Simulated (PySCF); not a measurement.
Rock-salt NaCl: correlation energy from several methods in one and the same small orbital space (PySCF; 2 atoms at the zone centre, 8 electrons in 16 orbitals, empty ones MP2 natural orbitals of a TZ basis, lattice constant set to 7.33213 Å). Its volume lies 120 % above that of the crystal's usual cell. It tests the methods against each other and lies far from the crystal's limit.

```tsv
method	E_corr (eV per atom)	share of full CI (%)	error (meV)
MP2	-2.0990	86.8	320
CCSD	-2.3766	98.2	43
CCSD(T)	-2.4114	99.7	8
CCSDT	-2.4146	99.8	5
CCSDT(Q)	-2.4188	100.0	1
CCSDTQ	-2.4191	100.0	0
full CI	-2.4193	100.0	0
```

The Hartree–Fock determinant has a weight of 0.93 in the full CI state.

MP2, (T) and (Q) use filled levels shifted down by the Madelung term, which in so small a cell is a large part of the gap, so these rows hang on it.
